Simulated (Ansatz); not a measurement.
This Ansatz (an electronic-structure program) input (MP2/cc-pCVQZ) gives -238.75289 Eh with 312 basis functions. A basis named .json is the Basis Set Exchange file of that set (core-valence sets with the plain set on hydrogen).

Ansatz 0.2 input:
```yaml
crystal:
  periodic: [false, false, false]
  atoms:
    - {symbol: C, position_ang: [0.00439699, 0.00529408, 0.50425813]}
    - {symbol: F, position_ang: [-0.01696785, 1.10243765, -0.30214647]}
    - {symbol: F, position_ang: [0.01189880, -1.10854091, -0.27918568]}
    - {symbol: H, position_ang: [-0.90251824, -0.00024261, 1.11129806]}
    - {symbol: H, position_ang: [0.92175780, 0.02340746, 1.09514257]}
basis:
  gaussian:
    orbitals: cc-pCVQZ.json
magnetization: {spin_polarized: false}
correlation: {method: mp2, electrons: outside_noble_gas}
```

Change:
```diff
- orbitals: cc-pCVQZ.json
+ orbitals: cc-pwCVQZ.json
```

Q: What does the run give now?

A: -238.75461 Eh (MP2/cc-pwCVQZ, 312 functions), a change of -1.72 mEh.
